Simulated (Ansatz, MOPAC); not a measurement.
Reaction (SMILES): C=C(C)C[SeH] [2-methylprop-2-ene-1-selenol] + 5 [H][H] (H2) -> 4 C (CH4) + [SeH2] (H2Se)

Quantity: energy of full hydrogenation (enthalpy at 298 K), in kcal/mol. Conventions: no dispersion term unless named; LANL2DZ with its own core potentials from Na on; no spin-orbit coupling; non-relativistic; six Cartesian d functions in 6-31G* and its kin unless marked 5d; valence correlation only (noble-gas shells and the d and f shells of earlier blocks). Ab initio and DFT rows: single points at B3LYP-D3(BJ) geometries (Ansatz, a quantum-chemistry and plane-wave program), with unscaled harmonic terms from B3LYP/6-31G* (LANL2DZ past Ar) (Ansatz) at its own minima. Semi-empirical rows: MOPAC heats of formation at their own minima for 298 K.

```json
[
 {"level": "AM1", "program": "MOPAC", "energy of full hydrogenation (enthalpy at 298 K) (kcal/mol)": "-4.9"},
 {"level": "PM3", "program": "MOPAC", "energy of full hydrogenation (enthalpy at 298 K) (kcal/mol)": "30.0"},
 {"level": "BLYP/6-31G*", "program": "Ansatz", "energy of full hydrogenation (enthalpy at 298 K) (kcal/mol)": "-80.7"},
 {"level": "B3LYP/STO-3G", "program": "Ansatz", "energy of full hydrogenation (enthalpy at 298 K) (kcal/mol)": "-96.2"},
 {"level": "B3LYP/3-21G", "program": "Ansatz", "energy of full hydrogenation (enthalpy at 298 K) (kcal/mol)": "-84.6"},
 {"level": "B3LYP/6-31G*", "program": "Ansatz", "energy of full hydrogenation (enthalpy at 298 K) (kcal/mol)": "-88.6"},
 {"level": "B3LYP/6-31G* with LANL2DZ past Ar", "program": "Ansatz", "energy of full hydrogenation (enthalpy at 298 K) (kcal/mol)": "-85.7"},
 {"level": "PBE0/6-31G*", "program": "Ansatz", "energy of full hydrogenation (enthalpy at 298 K) (kcal/mol)": "-91.8"},
 {"level": "MP2/3-21G", "program": "Ansatz", "energy of full hydrogenation (enthalpy at 298 K) (kcal/mol)": "-68.4"},
 {"level": "MP2/6-31G*", "program": "Ansatz", "energy of full hydrogenation (enthalpy at 298 K) (kcal/mol)": "-72.5"},
 {"level": "MP2/6-31G* with LANL2DZ past Ar", "program": "Ansatz", "energy of full hydrogenation (enthalpy at 298 K) (kcal/mol)": "-69.1"},
 {"level": "PBE/def2-TZVPD", "program": "Ansatz", "energy of full hydrogenation (enthalpy at 298 K) (kcal/mol)": "-81.7"},
 {"level": "B2PLYP-D3(BJ)/def2-TZVPD", "program": "Ansatz + dftd3", "energy of full hydrogenation (enthalpy at 298 K) (kcal/mol)": "-79.0"}
]
```

No value to compare with is used here. The 11 habitual levels span -96.2 (B3LYP/STO-3G) to 30.0 kcal/mol (PM3); PBE/def2-TZVPD gives -81.7.

The levels are drawn from those run, B3LYP/6-31G* more often than the rest, none by its result; left out are runs that failed, that the program found above a lower state of the same kind, or whose <S^2> lies over 0.5 above the pure value.
